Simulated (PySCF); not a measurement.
## Running PySCF for OH

Input:

```python
from pyscf import gto, dft

mol = gto.M(
    atom='H 0 0 0; O 0 0 0.966',
    basis='6-31g',
    charge=0,
    spin=1,
    verbose=4,
)
mf = dft.ROKS(mol, xc='wb97')
mf = mf.density_fit(auxbasis='def2-universal-jkfit')
mf.kernel()
mf.analyze()
print('orbital energies (hartree):', mf.mo_energy[..., max(0, mol.nelec[1]-3):mol.nelec[0]+3].round(4))
```

```bash
$ OMP_NUM_THREADS=1 python input.py
```

The log (some set-up lines and the per-cycle HOMO/LUMO lines with their warnings removed):

```
PySCF version 2.14.0

[INPUT] Symbol           X                Y                Z      unit          X                Y                Z       unit  Magmom
[INPUT]  1 H      0.000000000000   0.000000000000   0.000000000000 AA    0.000000000000   0.000000000000   0.000000000000 Bohr   0.0
[INPUT]  2 O      0.000000000000   0.000000000000   0.966000000000 AA    0.000000000000   0.000000000000   1.825475436330 Bohr   0.0

nuclear repulsion = 4.38241996621118
number of shells = 7
number of NR pGTOs = 26
number of NR cGTOs = 11
basis = 6-31g
ecp = {}

******** <class 'pyscf.df.df_jk.DFROKS'> ********
method = DFROKS
initial guess = minao
damping factor = 0
level_shift factor = 0
DIIS = <class 'pyscf.scf.diis.CDIIS'>
SCF conv_tol = 1e-09
SCF max_cycles = 50
num. doubly occ = 4  num. singly occ = 1
XC functionals = wb97
    J.-D. Chai and M. Head-Gordon.,  J. Chem. Phys. 128, 084106 (2008)

grids dens level: 3
tot grids = 23896
Create RSH-DF object <pyscf.df.df.DF object> for omega=0.4
******** <class 'pyscf.df.df.DF'> ********
auxbasis = auxmol.basis = def2-universal-jkfit
init E= -75.4685925884057
cycle= 1 E= -75.6717690052536  delta_E= -0.203  |g|= 0.275  |ddm|= 0.833
cycle= 2 E= -75.6848750717685  delta_E= -0.0131  |g|= 0.17  |ddm|= 0.263
cycle= 3 E= -75.6907921481895  delta_E= -0.00592  |g|= 0.0205  |ddm|= 0.0925
cycle= 4 E= -75.6908830696851  delta_E= -9.09e-05  |g|= 0.000875  |ddm|= 0.0124
cycle= 5 E= -75.6908834748625  delta_E= -4.05e-07  |g|= 0.000122  |ddm|= 0.00105
cycle= 6 E= -75.6908834841084  delta_E= -9.25e-09  |g|= 2.21e-05  |ddm|= 0.000191
cycle= 7 E= -75.6908834843479  delta_E= -2.39e-10  |g|= 2.64e-06  |ddm|= 3.16e-05
Extra cycle  E= -75.6908834843949  delta_E= -4.7e-11  |g|= 2.27e-06  |ddm|= 1.14e-05
converged SCF energy = -75.6908834843949
**** SCF Summaries ****
Total Energy =                         -75.690883484394931
Nuclear Repulsion Energy =               4.382419966211180
One-electron Energy =                 -112.647302079463401
Two-electron Energy =                   32.573998628857296
Two-electron Coulomb Energy =           41.460014737690734
DFT Exchange-Correlation Energy =       -8.886016108833436
**** MO energy ****
                Roothaan           | alpha              | beta
MO #1   energy= -19.066205159119   | -19.070585426809   | -19.0618248914292  occ= 2
MO #2   energy= -1.11705825839772  | -1.14933148831977  | -1.08478502847569  occ= 2
MO #3   energy= -0.568089024113312 | -0.58258604298192  | -0.553592005244711 occ= 2
MO #4   energy= -0.435085272133964 | -0.448007128288524 | -0.422163415936875 occ= 2
MO #5   energy= -0.270753406387138 | -0.517755658065916 | -0.0237511379570605 occ= 1
MO #6   energy= 0.189632553956071  | 0.184711872533186  | 0.194553235378953  occ= 0
MO #7   energy= 0.940946059976573  | 0.935961420298749  | 0.945930699654398  occ= 0
MO #8   energy= 0.98644218941202   | 0.960125883385995  | 1.01275847865243   occ= 0
MO #9   energy= 1.00198060345448   | 0.997232915318761  | 1.00672829158198   occ= 0
MO #10  energy= 1.0682671916109    | 1.06325537182665   | 1.07327901139515   occ= 0
MO #11  energy= 1.37428313108266   | 1.36522449362523   | 1.38334176854009   occ= 0
 ** Mulliken pop on meta-lowdin orthogonal AOs  **
 ** Mulliken pop  **
pop of  0 H 1s            0.66248
pop of  0 H 2s            0.02120
pop of  1 O 1s            1.99996
pop of  1 O 2s            1.82656
pop of  1 O 3s            0.00524
pop of  1 O 2px           1.95297
pop of  1 O 2py           1.04580
pop of  1 O 2pz           1.48209
pop of  1 O 3px           0.00113
pop of  1 O 3py           0.00010
pop of  1 O 3pz           0.00246
 ** Mulliken atomic charges  **
charge of    0H =      0.31632
charge of    1O =     -0.31632
Dipole moment(X, Y, Z, Debye): -0.00000,  0.00000, -2.04739
orbital energies (hartree): [-1.1171 -0.5681 -0.4351 -0.2708  0.1896  0.9409  0.9864]
```

In short: E(SCF) = -75.690883 Eh, 7 cycles, μz(SCF) = -2.05 D.

Run time: 1.2 s on 1 thread of Arm Neoverse V1 (shared host).

The bond length is a typed value, not an optimised one. No search for the lowest solution was made.
